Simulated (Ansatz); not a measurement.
## [CH3···H···H], doublet along the distance C1-H5

Starting geometry:

```yaml
atoms:
  - { symbol: C, position_ang: [-0.1250, 0.0000, 0.0000] }
  - { symbol: H, position_ang: [-0.4882, 1.0273, 0.0000] }
  - { symbol: H, position_ang: [-0.4882, -0.5137, 0.8897] }
  - { symbol: H, position_ang: [-0.4882, -0.5137, -0.8897] }
  - { symbol: H, position_ang: [0.9646, 0.0000, 0.0000] }
  - { symbol: H, position_ang: [1.9890, 0.0000, 0.0000] }
```

From there H5 is moved from one fragment to the other while all else, the fragments' distance too, stays fixed; atoms are numbered as listed. Energies are in kcal/mol, counted from the starting geometry at the same level.

Basis cc-pVTZ; Ansatz 0.2.0. Only valence electrons are correlated (noble-gas cores frozen). Prefix R: restricted or restricted open-shell reference; prefix U: unrestricted. Active spaces: valence = (9e, 9o) chosen from the atoms' valence shells.

Runs in a small pair space aren't shown, since their orbitals change along the scan.

Full CI isn't at hand for all of this; UCCSDT(Q) serves as the reference, and is uncertain by about the last step of the cluster series. The frozen core follows each run's orbitals, which can shift R against U totals by a few meV.

```
distance C1-H5 (Å)  UCCSDT(Q)  error UHF  error UCCSD  error RCCSD(T)  error BCCD(T)  error RCCSDT  error CASSCF (valence space)
             1.090        0.0        0.0          0.0             0.0            0.0           0.0                           0.0
             1.130        0.1        0.7          0.1             0.0            0.0           0.0                           0.4
             1.209        1.8        1.7          0.1             0.0            0.0           0.0                           1.3
             1.289        4.3        1.8          0.0             0.0            0.1           0.0                           2.0
             1.369        7.5        0.8         -0.1             0.1            0.1           0.0                           2.4
```

Errors are those of relative energies. In total energy the starting point itself misses UCCSDT(Q) by: UHF 149.0, UCCSD 4.8, RCCSD(T) 0.4, BCCD(T) 0.4, RCCSDT 0.1, CASSCF (valence space) 97.7 kcal/mol.

Spread of the error over the points with a reference, to 1.369 Å (largest less smallest): RCCSDT 0.0, RCCSD(T) 0.1, BCCD(T) 0.1, UCCSD 0.2, UHF 1.8, CASSCF (valence space) 2.4 kcal/mol.
